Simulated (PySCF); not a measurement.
Below is a simulated gas-phase C 1s photoelectron spectrum of `O1C=NCC1` (2-oxazoline).

Every computed line was given a Gaussian of 0.6 eV full width at half maximum and an area set by the number of equivalent atoms; the highest printed point is 100. Method used: delta-SCF UKS SCAN, pcX-2 on the ionised atom, pcseg-1 elsewhere, spin-free X2C in PySCF 2.14.0.

(binding energy (eV), intensity): (290.9, 0), (291.0, 1), (291.1, 3), (291.2, 8), (291.3, 17), (291.4, 33), (291.5, 53), (291.6, 73), (291.7, 86), (291.8, 88), (291.9, 78), (292.0, 62), (292.1, 49), (292.2, 46), (292.3, 54), (292.4, 70), (292.5, 87), (292.6, 97), (292.7, 100), (292.8, 98), (292.9, 98), (293.0, 99), (293.1, 99), (293.2, 93), (293.3, 77), (293.4, 56), (293.5, 35), (293.6, 19), (293.7, 9), (293.8, 4), (293.9, 1), (294.0, 0)

Task: Count the maxima, the lines and the sites behind this envelope.

Result: The curve has 3 maxima (at 291.8, 292.7 and 293.1 eV). Under it lie 3 lines from 3 inequivalent carbon sites.

Task: Decompose the envelope and assign each component. Numbering: `[CH:1]1=[N:2][CH2:3][CH2:4][O:5]1`.

Result: 
```json
{"position (eV)": "291.76", "relative area": "1", "line": "C 1s", "atoms": "C3", "environment": "sp3 carbon bound to nitrogen"}
{"position (eV)": "292.60", "relative area": "1", "line": "C 1s", "atoms": "C4", "environment": "sp3 carbon bound to oxygen"}
{"position (eV)": "293.15", "relative area": "1", "line": "C 1s", "atoms": "C1", "environment": "C=N carbon"}
```

Task: What are the centre and the root-mean-square width of the whole band?

Result: The area-weighted mean of the lines is 292.50 eV. Their own spread about it is 0.57 eV (rms) and each Gaussian has σ = 0.6/2.355 = 0.25 eV; the variances add, which gives 0.63 eV.

Lowest listed C 1s: C3, bonded to N, C and 2 H. Highest, 1.39 eV above it: C1, bonded to O, N (double bond) and H. The widest gap between neighbouring values is 0.84 eV, between 291.76 and 292.60 eV. Summing the Pauling electronegativity differences to the bonded atoms, each weighted by its formal bond order, gives -0.21 for the lowest site and +1.52 for the highest; no listed site has a larger sum than the highest.

Shake-up satellites, vibrational structure and lifetime widths aren't simulated. The unrestricted hole states depart most from a pure doublet (⟨S²⟩ = 0.75; over 0.85 named) for C 1s of C1 (0.85), which makes this value less certain. Isolated species at its GFN2-xTB geometry, gas phase.
